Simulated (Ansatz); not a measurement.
H3OPS, SMILES `OPS`, 6 atoms. Charge 0, multiplicity 1. All runs use 2 threads of an Arm Neoverse V2 on a shared host. Correlated methods freeze the cores. Open-shell runs search over several starts.

**Question.** Give the basis size and wall time and peak host memory of each of these runs in Ansatz. UKS r2SCAN-D4/def2-TZVPP energy of the cation; RHF-CCSD(T)/def2-TZVPP energy; RKS SPW92 (LDA)/def2-TZVPP energy; UKS B2PLYP (frozen core)/def2-TZVPP energy of the cation; UKS ωB97M-V/def2-TZVPP energy of the cation; RKS PBE0-D4/def2-SVP energy; RKS PBE0-D4/def2-TZVP relaxation (9 steps); UKS ωB97X-V/def2-TZVPP energy of the cation; UKS PBE0-D4/def2-TZVPP energy of the cation; RKS CAM-B3LYP-D4/def2-TZVPP energy; RHF-MP2/def2-QZVPP energy; direct RPA on PBE orbitals/def2-TZVPP energy. (Estimate.)

**Answer.** The calculation gave: Other jobs shared the machine, so times are rough.

```csv
level,job,functions,wall time,peak host memory (GiB)
RKS PBE0-D4/def2-SVP,energy,65,0.85 s,0.32
RKS SPW92 (LDA)/def2-TZVPP,energy,157,1 s,0.15
RKS CAM-B3LYP-D4/def2-TZVPP,energy,157,2.6 s,0.33
direct RPA on PBE orbitals/def2-TZVPP,energy,157,3 s,0.32
UKS PBE0-D4/def2-TZVPP,energy of the cation,157,6 s,0.38
RHF-MP2/def2-QZVPP,energy,287,8.5 s,0.85
UKS r2SCAN-D4/def2-TZVPP,energy of the cation,157,8.5 s,0.32
UKS B2PLYP (frozen core)/def2-TZVPP,energy of the cation,157,11 s,0.34
RHF-CCSD(T)/def2-TZVPP,energy,157,18 s,1
RKS PBE0-D4/def2-TZVP,relaxation (9 steps),123,18 s,0.21
UKS ωB97X-V/def2-TZVPP,energy of the cation,157,26 s,0.65
UKS ωB97M-V/def2-TZVPP,energy of the cation,157,32 s,0.68
```
